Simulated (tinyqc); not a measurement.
Worked calculation: Hueckel theory of the pi electrons with the omega technique, for the molecule C=CC(=C)C=O (SMILES; centres numbered as the heavy atoms are written). One step of it, computed by the program tinyqc.

Problem. Energy, charges, bond orders. E = sum n x; q_r = z_r - P_rr; bond order p = P_rs; free valence = sqrt(3) - sum of p over the bonds of the atom.

final x values: 2.052122  1.279176  0.660832  -0.297031  -0.836685  -1.858415

occupations: 2.000000  2.000000  2.000000  0.000000  0.000000  0.000000

final P:
```
           1C         2C         3C         4C         5C         6O
1C   0.991981   0.909697   0.011105  -0.401033  -0.103168   0.028157
2C   0.909697   0.997796   0.405541  -0.023090   0.020374  -0.083871
3C   0.011105   0.405541   0.987962   0.804471   0.428687  -0.065750
4C  -0.401033  -0.023090   0.804471   0.906712   0.169704  -0.392384
5C  -0.103168   0.020374   0.428687   0.169704   0.808897   0.860145
6O   0.028157  -0.083871  -0.065750  -0.392384   0.860145   1.306652
```

Centres:

| centre | z_r, pi electrons of the neutral centre | h |
|---|---|---|
| 1C | 1 | 0.000000 |
| 2C | 1 | 0.000000 |
| 3C | 1 | 0.000000 |
| 4C | 1 | 0.000000 |
| 5C | 1 | 0.000000 |
| 6O | 1 | 1.000000 |

Bonds:

| i | j | k |
|---|---|---|
| 1 | 2 | 1 |
| 2 | 3 | 1 |
| 3 | 4 | 1 |
| 3 | 5 | 1 |
| 5 | 6 | 1 |

Give: pi energy = 6 alpha + this times beta; pi charges; Bond orders and lengths from R = 1.517 - 0.180 p; free valence of the carbons; gap between the highest filled and the next level.

Solution.

pi energy = 6 alpha + this times beta = 7.984

pi charges: 1C 0.008, 2C 0.002, 3C 0.012, 4C 0.093, 5C 0.191, 6O -0.307

Bond orders and lengths from R = 1.517 - 0.180 p (angstrom, C-C alone):

| bond | p | R |
|---|---|---|
| 1-2 | 0.910 | 1.353 |
| 2-3 | 0.406 | 1.444 |
| 3-4 | 0.804 | 1.372 |
| 3-5 | 0.429 | 1.440 |
| 5-6 | 0.860 | - |

free valence of the carbons: 1C 0.822, 2C 0.417, 3C 0.093, 4C 0.928, 5C 0.443

gap between the highest filled and the next level = 0.958 |beta|
